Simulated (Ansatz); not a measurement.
Method: frozen-core CCSD(T)/cc-pVTZ // PBE0-D3(BJ)/def2-TZVP (Ansatz, an electronic-structure program).

Ansatz 0.2 input:
```yaml
crystal:
  periodic: [false, false, false]
  atoms:
    - { symbol: Si, position_ang: [-0.000461, -0.001073, 0.337727] }
    - { symbol: H, position_ang: [-0.733275, -1.211029, -0.117426] }
    - { symbol: H, position_ang: [1.415968, -0.029119, -0.110735] }
    - { symbol: H, position_ang: [-0.682232, 1.241221, -0.109565] }
basis:
  gaussian: { orbitals: cc-pVTZ }
correlation:
  method: ccsd_t
magnetization:
  spin_polarized: true
  initial_magnetization: 1
```

Output:

```
Functional definition: HF
429 factors; integrals over basis functions are off by at most 8.1e-4 eV
mean field evaluation 1: about -7907.9928 eV, gradient 7.1e0 eV
mean field evaluation 2: about -7907.9961 eV, gradient 7.2e0 eV
mean field evaluation 4: about -7908.7167 eV, gradient 6.2e-1 eV
mean field evaluation 8: about -7908.7253 eV, gradient 1.8e-3 eV
mean field evaluation 16: about -7908.7253 eV, gradient 6.0e-6 eV
mean field -7908.72528671 eV, -290.6402935601 hartree, gradient 6.0e-6 eV, S^2 0.755016; 0 other end points of the search recorded, 0 dependent functions left out
5 core orbitals not correlated
reference -7908.72528671 eV, -290.6402935601 hartree; 4, 3 occupied and 67, 68 virtual orbitals, 429 factors
second order -3.17039227 eV of doubles, -0.00000000 eV of singles
cycle   1  -3.67874108 eV  change   -5.1e-1 eV  update   5.4e-2
cycle   2  -3.87643165 eV  change   -2.0e-1 eV  update   2.1e-2
cycle   3  -3.88400229 eV  change   -7.6e-3 eV  update   5.8e-3
cycle   4  -3.88345209 eV  change    5.5e-4 eV  update   1.9e-3
cycle   5  -3.88305409 eV  change    4.0e-4 eV  update   7.7e-4
cycle   6  -3.88313797 eV  change   -8.4e-5 eV  update   2.5e-4
cycle   7  -3.88322509 eV  change   -8.7e-5 eV  update   7.7e-5
cycle   8  -3.88322553 eV  change   -4.4e-7 eV  update   2.2e-5
cycle   9  -3.88321899 eV  change    6.5e-6 eV  update   7.0e-6
perturbative correction -0.09547150 eV, -0.0035085129 hartree
Total energy: -7912.70397720 eV, -290.7865077389 hartree
```

Cost: about 2.4 core-seconds (a rough figure).
